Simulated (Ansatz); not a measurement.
Solid chlorine, treated with rVV10 in Ansatz (PAW).

Settings: plane-wave cutoff 500 eV, 8×8×4 k mesh (along the axes of the cell as run), gaussian smearing 0.02 eV, scalar-relativistic PAW data made under PBE.

Computed at the level's own relaxed cell.

Problem. Give the computed band gap, lattice parameter b, equilibrium volume per atom, lattice constant a and lattice parameter c.

Solution. 
- band gap: 1.98 eV (on the SCF k mesh)
- lattice parameter b: 3.991 Å
- equilibrium volume per atom: 25.50 Å³/atom
- lattice constant a: 6.350 Å
- lattice parameter c: 8.051 Å

The computed numbers hold no vibrational or temperature effects.

It cost roughly 80 core-seconds of CPU time.

Ansatz is a program for electronic structure.
